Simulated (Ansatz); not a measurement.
**doublet CS2(+): levels of theory in one basis**

```yaml
atoms:
  - { symbol: S, position_ang: [0.0137, 0.0396, -1.5298] }
  - { symbol: C, position_ang: [0.0238, -0.0435, -0.0057] }
  - { symbol: S, position_ang: [-0.0320, 0.0314, 1.5350] }
```

Basis set: def2-SVP (spherical functions). Frozen core: 11 orbitals. Correlation on ROHF uses semicanonical orbitals with singles. Charge 1, multiplicity 2.

Computed with Ansatz (development build ahead of 0.2.0); each method stands on the lowest determinant of its kind that the runs found.

```tsv
method	E − E(ROHF) (eV)	<S²> of the determinant
ROHF	0.00	–
UHF	-0.65	1.00
ROHF-MP2	-10.17	–
UHF-MP2	-9.78	1.00
ROHF-CCSD(T)	-11.36	–
UHF-CCSD(T)	-11.35	1.00
```

Caution for ROHF, ROHF-MP2, ROHF-CCSD(T): an unrestricted determinant lies well below. Caution for UHF, UHF-MP2, UHF-CCSD(T): the unrestricted determinant is spin contaminated. Caution for ROHF-MP2, UHF-MP2: MP2 on this radical cation hangs on the determinant chosen.
